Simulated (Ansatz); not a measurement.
Reaction (SMILES): FC(F)(F)F → F[C](F)F + F atom
B3LYP-D3(BJ)/def2-TZVP geometries, fixed; electronic energies without zero-point terms.

Core correlation in the bond dissociation energy at MP2 with Ansatz (an electronic-structure program), in kcal/mol: frozen core against all electrons. Open shells are unrestricted.

| basis | functions, most | frozen core |
|---|---|---|
| cc-pVDZ | 70 | 130.94 |
| cc-pCVDZ | 90 | 131.19 |
| cc-pVTZ | 150 | 137.23 |
| cc-pwCVTZ | 215 | 137.41 |
| cc-pCVTZ | 215 | 137.29 |
| cc-pVQZ | 275 | 138.74 |
| cc-pwCVQZ | 420 | 138.76 |
| cc-pCVQZ | 420 | 138.73 |

How large is the core term in each set?

The largest core-valence set, cc-pCVQZ, gives a core term of 0.13 kcal/mol; the valence set cc-pVQZ, which lacks functions for the core, gives 0.80. By row: cc-pVDZ 0.35, cc-pCVDZ 0.34, cc-pVTZ 1.53, cc-pwCVTZ 0.14, cc-pCVTZ 0.21, cc-pVQZ 0.80, cc-pwCVQZ 0.11, cc-pCVQZ 0.13.
